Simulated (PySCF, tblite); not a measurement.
Isomers of C3H3OP, one GFN2-xTB conformer each. Single-point energies are computed at PBE0/pcSseg-1 (PySCF, gas phase, no added dispersion term), electronic only.

```
  SMILES  GFN2-xTB relative energy (kcal/mol)
C=CP=C=O                                 35.4
 c1cpco1                                  0.0
```

Conformers: `[CH2:1]=[CH:2][P:3]=[C:4]=[O:5]` with C1–C2–P3–C4 180°.

Q: What does PBE0/pcSseg-1 give for the same structures?

A: 
| SMILES | PBE0/pcSseg-1 E (Eh) | PBE0/pcSseg-1 (kcal/mol) | GFN2-xTB (kcal/mol) | point group |
| --- | --- | --- | --- | --- |
| c1cpco1 | -532.28407 | 0.0 | 0.0 | Cs |
| C=CP=C=O | -532.25905 | 15.7 | 35.4 | Cs |

Both levels put the same isomer lowest. As drawn, the lower has an aromatic ring, which the higher lacks; the higher has a C=O bond, cumulated double bonds and a C=C bond outside aromatic rings, which the lower lacks.

Q: Which frontier levels, dipoles and rotational constants go with these structures?

A: 
```tsv
SMILES	HOMO (eV, PBE0/pcSseg-1)	LUMO (eV)	dipole (D)	A, B, C (MHz)
c1cpco1	-6.99	-0.88	1.16	8654, 5209, 3252
C=CP=C=O	-6.53	-2.01	1.35	13304, 2277, 1944
```

Q: What happens when harmonic zero-point energies from GFN2-xTB frequencies are added?

A: 
```
  SMILES  ZPE (kcal/mol)  electronic (kcal/mol)  with ZPE (kcal/mol)
 c1cpco1            33.1                    0.0                  0.0
C=CP=C=O            31.2                   15.7                 13.8
```

The zero-point energies span 1.9 kcal/mol. The order is unchanged.
